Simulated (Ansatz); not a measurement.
**doublet [SiH2Cl2]− at 6 levels**

We compute a comparison of 6 runs (U-revPBE/6-311+G**, UB2PLYP/6-311+G**, UBHLYP/6-311+G**, UPBE-QIDH/6-311+G**, UPBE/6-311+G**, UMP2/6-311+G**) of doublet [SiH2Cl2]−. 

Program for the calculation: Ansatz 0.2.0.

47 further runs of the same task are left out: 4 that didn't finish, 43 set aside as unsound or not needed.

**1. Starting point**

[SiH2Cl2]− has 5 atoms, charge -1, and is taken as a doublet. SMILES of the parent species: `Cl[SiH2]Cl`. The shape is that of a PBE0-D4/def2-TZVP optimisation. That shape belongs to the parent species and isn't relaxed for this state.

Bond lengths: Cl1–Si2 2.040 Å, Si2–Cl3 2.040 Å, Si2–H4 1.476 Å, Si2–H5 1.476 Å. Angles: Cl1–Si2–Cl3 110.1°, Cl1–Si2–H4 108.5°, Cl1–Si2–H5 108.5°, Cl3–Si2–H4 108.5°, Cl3–Si2–H5 108.5°, H4–Si2–H5 112.7°.

**2. A single-point energy at U-revPBE/6-311+G(d,p) (run 1)**

molecule.yaml reads:

```yaml
crystal:
  periodic: [false, false, false]
  atoms:
    - {symbol: Cl, position_ang: [-1.036100, -0.393400, 1.609300]}
    - {symbol: Si, position_ang: [0.136800, -0.071700, -0.028900]}
    - {symbol: Cl, position_ang: [-0.799200, 1.196800, -1.324000]}
    - {symbol: H, position_ang: [0.352000, -1.362200, -0.711200]}
    - {symbol: H, position_ang: [1.396500, 0.556600, 0.413400]}
basis:
  gaussian: {orbitals: 6-311+G_st__st_-spherical.json}
total_charge: -1
output: {orbitals: {seedname: orbitals}}
accuracy: high
magnetization: {spin_polarized: true, initial_magnetization: 1}
hamiltonian: {xc: {name: revPBE}}
```

The basis set 6-311+G** is read from a file made from the Basis Set Exchange's data (not shown).

On the command line:

```console
$ ansatz run molecule.yaml --threads 1 --pin off --max-ram 3480MiB --events-out events.jsonl --progress --plain --runs-dir runs
```

What it wrote:

```text
Warning: RAYON_NUM_THREADS=1 ignored (pool sized by the plan → 1); use --threads N
Functional definition: revPBE
  name "revPBE"
  parameter kappa = 1.245
  parameter beta = 0.06672455060314922
  exchange = pbe_x(kappa = kappa, mu = beta*pi^2/3)
  correlation = pbe_c(beta = beta)
1713 factors; integrals over basis functions are off by at most 4.4e-9 eV
mean field evaluation 1: about -32949.6485 eV, gradient 1.6e1 eV
mean field evaluation 2: about -32947.2255 eV, gradient 2.5e1 eV
mean field evaluation 4: about -32951.4921 eV, gradient 3.3e0 eV
mean field evaluation 8: about -32951.5631 eV, gradient 2.6e-1 eV
mean field evaluation 16: about -32951.6044 eV, gradient 7.0e-4 eV
mean field evaluation 32: about -32950.2172 eV, gradient 2.4e0 eV
mean field evaluation 64: about -32951.5929 eV, gradient 2.5e-1 eV
mean field -32951.60443789 eV, -1210.9491276927 hartree, gradient 9.1e-8 eV, S^2 0.750542; 9 other end points of the search recorded, 0 dependent functions left out
reference -32951.60444212 eV, -1210.9491278484 hartree; 26, 25 occupied and 76, 77 virtual orbitals, 1713 factors
Total energy: -32951.60444212 eV, -1210.9491278484 hartree
```

Run time: 45 s. Hardware: 1 thread of Arm Neoverse V2, shared host; peak memory 0.3 GiB.

**3. The energy at UB2PLYP/6-311+G(d,p) (run 2)**

in.yaml reads:

```yaml
crystal:
  periodic: [false, false, false]
  atoms:
    - {symbol: Cl, position_ang: [-1.036100, -0.393400, 1.609300]}
    - {symbol: Si, position_ang: [0.136800, -0.071700, -0.028900]}
    - {symbol: Cl, position_ang: [-0.799200, 1.196800, -1.324000]}
    - {symbol: H, position_ang: [0.352000, -1.362200, -0.711200]}
    - {symbol: H, position_ang: [1.396500, 0.556600, 0.413400]}
basis:
  gaussian:
    orbitals: 6-311+G_st__st_-spherical.json
output:
  orbitals: {seedname: orbitals}
accuracy: high
magnetization:
  spin_polarized: true
  initial_magnetization: 1
correlation:
  frozen_orbitals: {Cl: 5, H: 0, Si: 5}
hamiltonian:
  xc: {name: B2PLYP}
total_charge: -1
```

The basis set 6-311+G** is read from a file made from the Basis Set Exchange's data (not shown).

On the command line:

```console
$ ansatz run in.yaml --threads 1 --pin off --max-ram 3480MiB --events-out events.jsonl --progress --plain --runs-dir runs
```

What it wrote (excerpt; [...] marks lines left out):

```text
Warning: RAYON_NUM_THREADS=1 ignored (pool sized by the plan → 1); use --threads N
Functional definition: B2PLYP
  name "B2PLYP"
[...]
1713 factors; integrals over basis functions are off by at most 4.4e-9 eV
[...]
mean field -32942.70452368 eV, -1210.6220618783 hartree, gradient 4.1e-8 eV, S^2 0.750318; 7 other end points of the search recorded, 0 dependent functions left out
15 core orbitals not correlated: weight in the atoms' cores, before any rotation towards them, 1.000 or more for the frozen orbitals, at most 0.000 for the correlated occupied ones
reference -32942.70454019 eV, -1210.6220624848 hartree; 11, 10 occupied and 76, 77 virtual orbitals, 1713 factors
second order -12.61195999 eV of doubles, -0.00000000 eV of singles
Total energy: -32946.10976939 eV, -1210.7472023497 hartree
```

Wall time 63 s (1 thread of Arm Neoverse V2, shared host); peak memory 0.47 GiB.

Run 3 isn't shown in full; the table further down has it.

**4. A single-point energy at UPBE-QIDH/6-311+G(d,p) (run 4)**

run.yaml reads:

```yaml
crystal:
  periodic: [false, false, false]
  atoms:
    - symbol: Cl
      position_ang: [-1.036100, -0.393400, 1.609300]
    - symbol: Si
      position_ang: [0.136800, -0.071700, -0.028900]
    - symbol: Cl
      position_ang: [-0.799200, 1.196800, -1.324000]
    - symbol: H
      position_ang: [0.352000, -1.362200, -0.711200]
    - symbol: H
      position_ang: [1.396500, 0.556600, 0.413400]
basis:
  gaussian:
    orbitals: 6-311+G_st__st_-spherical.json
total_charge: -1
magnetization:
  spin_polarized: true
  initial_magnetization: 1
hamiltonian:
  xc: {name: PBE-QIDH}
correlation:
  frozen_orbitals: {Cl: 5, H: 0, Si: 5}
accuracy: high
output: {orbitals: {seedname: orbitals}}
```

The basis set 6-311+G** is read from a file made from the Basis Set Exchange's data (not shown).

On the command line:

```console
$ ansatz run run.yaml --threads 1 --pin off --max-ram 3480MiB --events-out events.jsonl --progress --plain --runs-dir runs
```

What it wrote (excerpt; [...] marks lines left out):

```text
Warning: RAYON_NUM_THREADS=1 ignored (pool sized by the plan → 1); use --threads N
Functional definition: PBE-QIDH
  name "PBE-QIDH"
[...]
1713 factors; integrals over basis functions are off by at most 4.4e-9 eV
[...]
mean field -32934.00899389 eV, -1210.3025070525 hartree, gradient 8.9e-8 eV, S^2 0.750325; 6 other end points of the search recorded, 0 dependent functions left out
15 core orbitals not correlated: weight in the atoms' cores, before any rotation towards them, 1.000 or more for the frozen orbitals, at most 0.000 for the correlated occupied ones
reference -32934.00899496 eV, -1210.3025070917 hartree; 11, 10 occupied and 76, 77 virtual orbitals, 1713 factors
second order -11.59763020 eV of doubles, -0.00000000 eV of singles
Total energy: -32937.87487169 eV, -1210.4445754413 hartree
```

Wall time 62 s (1 thread of Arm Neoverse V2, shared host); peak memory 0.47 GiB.

Run 5 isn't shown in full; the table further down has it.

**5. A single-point energy at UMP2/6-311+G(d,p) (run 6)**

input.yaml reads:

```yaml
crystal:
  periodic: [false, false, false]
  atoms:
    - {symbol: Cl, position_ang: [-1.036100, -0.393400, 1.609300]}
    - {symbol: Si, position_ang: [0.136800, -0.071700, -0.028900]}
    - {symbol: Cl, position_ang: [-0.799200, 1.196800, -1.324000]}
    - {symbol: H, position_ang: [0.352000, -1.362200, -0.711200]}
    - {symbol: H, position_ang: [1.396500, 0.556600, 0.413400]}
basis:
  gaussian: {orbitals: 6-311+G_st__st_-spherical.json}
total_charge: -1
magnetization: {spin_polarized: true, initial_magnetization: 1}
correlation: {method: mp2, frozen_orbitals: {Cl: 5, H: 0, Si: 5}}
accuracy: high
```

The basis set 6-311+G** is read from a file made from the Basis Set Exchange's data (not shown).

On the command line:

```console
$ ansatz run input.yaml --threads 1 --pin off --max-ram 3480MiB --events-out events.jsonl --progress --plain --runs-dir runs
```

What it wrote (excerpt; [...] marks lines left out):

```text
Warning: RAYON_NUM_THREADS=1 ignored (pool sized by the plan → 1); use --threads N
Functional definition: HF
  name "HF"
[...]
1713 factors; integrals over basis functions are off by at most 4.4e-9 eV
[...]
mean field -32903.01354449 eV, -1209.1634452962 hartree, gradient 2.7e-8 eV, S^2 0.750445; 12 other end points of the search recorded, 0 dependent functions left out
15 core orbitals not correlated: weight in the atoms' cores, before any rotation towards them, 1.000 or more for the frozen orbitals, at most 0.000 for the correlated occupied ones
reference -32903.01354449 eV, -1209.1634452962 hartree; 11, 10 occupied and 76, 77 virtual orbitals, 1713 factors
second order -10.20133777 eV of doubles, -0.00000000 eV of singles
Total energy: -32913.21488226 eV, -1209.5383375447 hartree
```

Run time: 15 s. Hardware: 1 thread of Arm Neoverse V2, shared host; peak memory 0.37 GiB.

**6. All runs side by side**

| run | level | frozen core orbitals | energy (Eh) | HOMO energy (eV) | LUMO energy (eV) | ⟨S²⟩ | wall time |
| --- | --- | --- | --- | --- | --- | --- | --- |
| 1 | U-revPBE/6-311+G** | – | -1210.949128 | 2.51 | 2.74 | 0.751 | 45 s |
| 2 | UB2PLYP/6-311+G** | 15 | -1210.747202 | 1.86 | 3.58 | 0.750 | 63 s |
| 3 | UBHLYP/6-311+G** | – | -1211.171895 | 1.85 | 3.47 | 0.750 | 2.4 min |
| 4 | UPBE-QIDH/6-311+G** | 15 | -1210.444575 | 1.57 | 3.85 | 0.750 | 62 s |
| 5 | UPBE/6-311+G** | – | -1210.652990 | 2.46 | 2.68 | 0.751 | 62 s |
| 6 | UMP2/6-311+G** | 15 | -1209.538338 | – | – | 0.750 | 15 s |

**7. Results**

| quantity | value |
| --- | --- |
| run 6: total energy | -1209.53834 Eh |
| run 6: correlation energy (15 core orbitals frozen) | -374.9 mEh |
| run 6: ⟨S²⟩ of the reference determinant | 0.750 |

What this shows: Totals of different functionals can't be ranked against each other. In runs 1, 2, 3, 4, 5 the HOMO lies above zero, so the outermost electron may be held by the basis alone. All runs together took 6.5 min, the longest 2.4 min.
